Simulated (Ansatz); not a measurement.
**FH₅OSi (SMILES O.[SiH3]F): molecular dynamics**

Aim: follow the atoms for 60 steps of 0.75 fs with a Nosé-Hoover thermostat, with velocities drawn for 1000 K.

Method: PBE0-D4/def2-SVP; program: Ansatz 0.2.0, Gaussian basis.

116 further runs of the same task are left out: 116 set aside as unsound or not needed.

**1. The starting structure**

The start, a pair relaxed at PBE0-D4: SMILES `O.[SiH3]F`, 8 atoms, charge 0, spin multiplicity 1.

Atoms are counted from 1 here; the program's logs count them from 0.

Bond lengths: O1–H2 0.960 Å, O1–H3 0.962 Å, Si4–F5 1.611 Å, Si4–H6 1.485 Å, Si4–H7 1.477 Å, Si4–H8 1.479 Å. Angles: H2–O1–H3 105.3°, F5–Si4–H6 105.9°, F5–Si4–H7 109.5°, F5–Si4–H8 109.1°, H6–Si4–H7 110.1°, H6–Si4–H8 109.5°, H7–Si4–H8 112.4°.

Coordinates:

```
O    -0.0114    0.4093   -1.8338
H     0.8548    0.4214   -2.2473
H    -0.2497   -0.5201   -1.7708
Si   -0.1102   -0.0131    1.1755
F    -0.4183   -1.3587    0.3456
H    -0.2182   -0.3852    2.6089
H    -1.1168    1.0142    0.8394
H     1.2698    0.4324    0.8823
```

**2. The run**

The input, md/in.yaml:

```yaml
crystal:
  periodic: [false, false, false]
  atoms:
    - {symbol: O, position_ang: [-0.011355, 0.409264, -1.833751]}
    - {symbol: H, position_ang: [0.854762, 0.421380, -2.247347]}
    - {symbol: H, position_ang: [-0.249662, -0.520111, -1.770756]}
    - {symbol: Si, position_ang: [-0.110235, -0.013138, 1.175517]}
    - {symbol: F, position_ang: [-0.418271, -1.358735, 0.345577]}
    - {symbol: H, position_ang: [-0.218159, -0.385197, 2.608896]}
    - {symbol: H, position_ang: [-1.116849, 1.014190, 0.839430]}
    - {symbol: H, position_ang: [1.269769, 0.432449, 0.882333]}
basis:
  gaussian: {orbitals: def2-SVP}
hamiltonian: {xc: pbe0, dispersion: d4}
md: {n_steps: 60, timestep: 0.75, temperature: 1000, ensemble: nvt_nose_hoover, seed: 651, initial_velocities: maxwell_boltzmann}
```

Started as:

```sh
ansatz run in.yaml --threads 4 --pin off --events-out ev --progress --plain --max-ram 9574MiB
```

Log, shortened:

```text
Functional definition: PBE0
  name "PBE0"
  cite "Adamo & Barone, J. Chem. Phys. 110, 6158 (1999) doi:10.1063/1.478522"
  cite "Perdew, Burke & Ernzerhof, Phys. Rev. Lett. 77, 3865 (1996) doi:10.1103/PhysRevLett.77.3865"
  parent pbe
[...]
729 factors; integrals over basis functions are off by at most 5.7e-4 eV
[...]
mean field -12709.58721234 eV, -467.0687151860 hartree, gradient 1.7e-5 eV, S^2 0.000000; 0 other end points of the search recorded, 0 dependent functions left out
[...]
reference -12709.58723566 eV, -467.0687160427 hartree; 18, 18 occupied and 53, 53 virtual orbitals, 729 factors
md step     0: t =     0.00 fs  T =  1000.0 K  F+E_penalty+E_count = -12709.66349855 eV  E_kin = 0.775560 eV  conserved = -12708.88793856 eV  (21 SCF iters)
[...]
md step    15: t =    11.25 fs  T =   591.3 K  F+E_penalty+E_count = -12709.33987751 eV  E_kin = 0.458576 eV  conserved = -12708.88268483 eV  (22 SCF iters, 3 dispersion substeps)
[...]
md step    30: t =    22.50 fs  T =   585.6 K  F+E_penalty+E_count = -12709.32968829 eV  E_kin = 0.454151 eV  conserved = -12708.88300170 eV  (26 SCF iters, 3 dispersion substeps)
[...]
md step    45: t =    33.75 fs  T =   718.9 K  F+E_penalty+E_count = -12709.42702408 eV  E_kin = 0.557531 eV  conserved = -12708.88604337 eV  (24 SCF iters, 3 dispersion substeps)
[...]
md step    59: t =    44.25 fs  T =   638.0 K  F+E_penalty+E_count = -12709.34352526 eV  E_kin = 0.494813 eV  conserved = -12708.88169368 eV  (21 SCF iters, 3 dispersion substeps)
[...]
md step    60: t =    45.00 fs  T =   618.4 K  F+E_penalty+E_count = -12709.32721766 eV  E_kin = 0.479607 eV  conserved = -12708.88173306 eV  (22 SCF iters, 3 dispersion substeps)
Total energy: -12709.32724115 eV, -467.0591614209 hartree
Atom 0 at     0.067576     0.303626    -2.152700 Å, force    -0.987955     2.732884    -0.490550 eV/Å
Atom 1 at    -0.771311     0.830491    -2.076880 Å, force     1.354538    -0.054120    -0.369415 eV/Å
Atom 2 at    -0.306688    -0.468562    -1.810209 Å, force    -0.345307    -2.668150     0.992691 eV/Å
Atom 3 at    -0.080857    -0.089381     1.376911 Å, force     0.090674     1.912718     0.005882 eV/Å
Atom 4 at    -0.441244    -1.162378     0.283475 Å, force    -0.523543    -1.810747    -1.674172 eV/Å
Atom 5 at    -0.266434    -0.774810     2.642078 Å, force     0.016881    -0.045839     0.806209 eV/Å
Atom 6 at    -1.016502     1.047052     1.098096 Å, force    -0.057987    -0.039707     0.441503 eV/Å
Atom 7 at     1.262442     0.428667     1.081044 Å, force     0.452698    -0.027039     0.287851 eV/Å
Dipole moment:    -0.296402     0.072220     0.389727 e Å
```

It took 27 s on 4 threads of Arm Neoverse V2, shared host.

**3. The trajectory**

Every 3 steps:

```csv
time (fs),T (K),potential (meV),potential + kinetic (meV),Si4–H6 (Å),Si4–F5 (Å),O1–H3 (Å)
0.00,1000,0.0,0.0,1.485,1.611,0.962
2.25,805,156.8,5.9,1.423,1.589,0.932
4.50,709,229.1,3.5,1.427,1.575,1.001
6.75,619,301.1,5.6,1.491,1.570,1.020
9.00,612,304.1,2.9,1.553,1.576,0.949
11.25,591,323.6,6.6,1.565,1.592,0.933
13.50,774,180.5,5.1,1.517,1.615,1.004
15.75,791,169.3,7.3,1.445,1.641,1.004
18.00,686,253.1,9.2,1.413,1.666,0.929
20.25,694,245.1,7.6,1.455,1.687,0.943
22.50,586,333.8,12.4,1.530,1.703,1.015
24.75,495,404.1,12.5,1.573,1.712,0.993
27.00,419,468.0,17.2,1.555,1.714,0.922
29.25,600,322.6,12.3,1.489,1.707,0.961
31.50,559,362.9,20.6,1.425,1.694,1.022
33.75,719,236.5,18.4,1.424,1.674,0.978
36.00,741,227.6,26.4,1.486,1.650,0.917
38.25,811,171.2,24.8,1.552,1.625,0.977
40.50,668,291.0,33.7,1.568,1.602,1.023
42.75,745,229.1,31.3,1.524,1.584,0.964
45.00,618,336.3,40.3,1.451,1.574,0.924
```

Energies count from the start.

Positions (Å) and forces (eV/Å) at 18.00 fs:

```xyz
8

O    -0.020    0.340   -2.008    0.214    2.348   -1.165
H     0.602    0.993   -1.637   -0.384   -0.757   -0.172
H    -0.019   -0.406   -1.453    0.193   -1.625    1.288
Si   -0.093   -0.027    1.278   -0.777    0.348   -2.240
F    -0.440   -1.315    0.280    0.229    0.591    0.699
H    -0.172   -0.395    2.639   -0.188   -0.595    1.494
H    -1.107    1.066    0.946    0.530   -0.459    0.202
H     1.298    0.368    0.973    0.183    0.149   -0.108
```

Positions (Å) and forces (eV/Å) at 45.00 fs:

```xyz
8

O     0.068    0.304   -2.153   -0.988    2.733   -0.491
H    -0.771    0.830   -2.077    1.355   -0.054   -0.369
H    -0.307   -0.469   -1.810   -0.345   -2.668    0.993
Si   -0.081   -0.089    1.377    0.091    1.913    0.006
F    -0.441   -1.162    0.283   -0.524   -1.811   -1.674
H    -0.266   -0.775    2.642    0.017   -0.046    0.806
H    -1.017    1.047    1.098   -0.058   -0.040    0.442
H     1.262    0.429    1.081    0.453   -0.027    0.288
```

**4. Results**

| quantity | value |
| --- | --- |
| length | 60 steps, 45.0 fs |
| temperature at the start | 1000 K |
| mean temperature, second half | 633 K |
| lowest and highest potential energy, from the first frame | 0 and 468 meV |
| largest change of potential + kinetic | 40.3 meV |

What this shows: The thermostat trades energy with the molecule, so the sum of potential and kinetic energy isn't conserved: it changes by +40 meV over the run. The mean temperature of the second half is still well below the 1000 K set. The instant temperature ranges from 419 to 1000 K, as energy passes between motion and strain. The bonding pattern stays as it was.
